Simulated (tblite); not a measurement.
Species: methylidynephosphane, CHP.
SMILES with atom numbers: `[CH:1]#[P:2]` (hydrogens: H3 on C1)

Computed with GFN2-xTB (tblite): harmonic, unscaled wavenumbers at the GFN2-xTB geometry, gas phase. This tight-binding method is rough: wavenumbers can miss measured ones by several per cent, in bad cases by 10 to 20.

Harmonic wavenumbers (cm⁻¹): 573.5, 573.5, 1502.8, 3296.9.

B = 19949 MHz (linear); mass 43.982 u (most abundant isotopes); point group C∞v, symmetry number 1.

What is the zero-point energy?

½Σν̃ = 2973 cm⁻¹ = 8.50 kcal/mol.

Give the ideal-gas entropy at 200 K and 1 bar in the rigid-rotor, harmonic-oscillator model (classical rotation).

Translation 35.31, rotation 12.60, vibration 0.33: S = 48.2 cal/(mol K).

And Cp and H(200 K) − H(0)?

Cp = 8.09 cal/(mol K), of which vibrations give 1.13 (their classical limit is 4 R = 7.9); H(200 K) − H(0) = 1.44 kcal/mol without the zero-point energy, 0.05 from vibrations.

Which modes carry the vibrational entropy at 200 K?

573.5 cm⁻¹: 0.17; 573.5 cm⁻¹: 0.17; 1502.8 cm⁻¹: 0.00; 3296.9 cm⁻¹: 0.00 cal/(mol K).

What must be added to the electronic energy to get the Gibbs energy at 200 K and 1 bar?

ZPE + [H(200 K) − H(0)] − T·S = 8.50 + 1.44 − 9.65 = 0.29 kcal/mol.

How do the functions run with temperature in this model?

```json
{"T (K)": "100", "S (cal/(mol K))": "43.1", "Cp (cal/(mol K))": "7.0", "H − H(0) (kcal/mol)": "0.70", "G − H(0) (kcal/mol)": "-3.61", "ln q(vib)": "0.00"}
{"T (K)": "300", "S (cal/(mol K))": "51.8", "Cp (cal/(mol K))": "9.2", "H − H(0) (kcal/mol)": "2.31", "G − H(0) (kcal/mol)": "-13.21", "ln q(vib)": "0.13"}
{"T (K)": "500", "S (cal/(mol K))": "56.8", "Cp (cal/(mol K))": "10.7", "H − H(0) (kcal/mol)": "4.32", "G − H(0) (kcal/mol)": "-24.10", "ln q(vib)": "0.44"}
{"T (K)": "800", "S (cal/(mol K))": "62.1", "Cp (cal/(mol K))": "11.9", "H − H(0) (kcal/mol)": "7.71", "G − H(0) (kcal/mol)": "-42.00", "ln q(vib)": "0.95"}
{"T (K)": "1000", "S (cal/(mol K))": "64.9", "Cp (cal/(mol K))": "12.5", "H − H(0) (kcal/mol)": "10.15", "G − H(0) (kcal/mol)": "-54.71", "ln q(vib)": "1.28"}
```

q(vib) and H(0) count from the zero-point level.
